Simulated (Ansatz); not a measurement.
Basis-set extrapolation for C$_{2}$H$_{4}$S (`CC=S`) (PBE0-D4/def2-TZVP geometry, frozen core, Ansatz 0.2.0). Multiplicity 1, RHF reference.

```csv
,def2-TZVPP,def2-QZVPP
HF,-475.611853,-475.626870
MP2 correlation,-0.507948,-0.544150
CCSD(T) correlation,-0.568111,not run
```

Energies in hartree. Use E(X) = E(∞) + A·exp(−7.88·√X) for Hartree–Fock and E(X) = E(∞) + B·X^(−2.97) for correlation, with X = 3 and 4, and add CCSD(T) minus MP2 of the smaller set to the MP2 limit.

Question: What is the CCSD(T) energy at the basis-set limit?

Answer: HF limit: -475.626870 + (-0.015017) × 0.13774 = -475.62894. MP2 limit: -0.544150 + (-0.036202) × 0.74074 = -0.57097. Higher-order term: -0.568111 − (-0.507948) = -0.06016. Total: -476.26007 hartree, 210.3 kJ/mol below CCSD(T)/def2-TZVPP.
